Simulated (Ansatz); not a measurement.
For rock-salt RbCl, PBE in Ansatz (plane waves, PAW) gives:

```
Quantity                                Result
------------------------------  --------------
equilibrium lattice constant a         6.699 Å
bulk modulus                          14.2 GPa
cohesive energy                   3.09 eV/atom
band gap at the measured cell          4.99 eV
elastic constant C11                  31.7 GPa
elastic constant C44                   5.3 GPa
polycrystal shear modulus              7.7 GPa
formation enthalpy              -1.986 eV/atom
```

**Question.** What does HSE06 (Ansatz, a quantum-chemistry and plane-wave program, PAW) give for the same quantities?

**Answer.** 
- lattice constant a: 6.659 Å (falls by 0.6 %)
- bulk modulus: 15.0 GPa (grows by 5.6 %)
- cohesive energy: 3.10 eV/atom (hardly moves)
- band gap at the measured cell: 6.28 eV (rises by 1.29 eV)
- elastic constant C11: 34.1 GPa (grows by 7.6 %)
- elastic constant C44: 5.4 GPa (hardly moves)
- Voigt–Reuss–Hill shear modulus: 8.0 GPa (increases by 3.9 %)
- formation enthalpy: -2.075 eV/atom (moves by -0.089 eV/atom)

For comparison: lattice constant a 6.532 Å (measured, low temperature, no zero-point or thermal correction; as tabulated in Doll and Stoll (1998), arXiv:cond-mat/9801031); bulk modulus 18.7 GPa (measured, 4 K, no zero-point or thermal correction; as tabulated in Doll and Stoll (1998), arXiv:cond-mat/9801031); cohesive energy 3.32 eV/atom (measured, zero-point energy (Debye) added; as tabulated in Doll and Stoll (1998), arXiv:cond-mat/9801031); band gap 8.5 eV (measured, temperature not stated, not corrected to a static lattice, sources range from 8.29 to 8.50; as tabulated in Aguado et al. (1998), arXiv:cond-mat/9809176); formation enthalpy -2.26 eV/atom (measured, 298 K, no zero-point or thermal correction; as tabulated in Zhang et al. (2018), doi:10.1038/s41524-018-0065-z).

Changes are worked out from the printed values.

Unless a cell is named, each level is at its own relaxed cell (PBE 37.58, HSE06 36.92 Å³/atom).

Spin–orbit coupling is included only where a level's name says +SOC; with heavier elements it mostly lowers gaps and can invert bands. Density-functional gaps are differences of (generalised) Kohn–Sham levels.

Caveats: hybrids on metals are sensitive to the k mesh and can open a false gap (HSE06). Ansatz's density-functional and Hartree–Fock values are scalar-relativistic unless marked +SOC, with PAW data made under PBE.
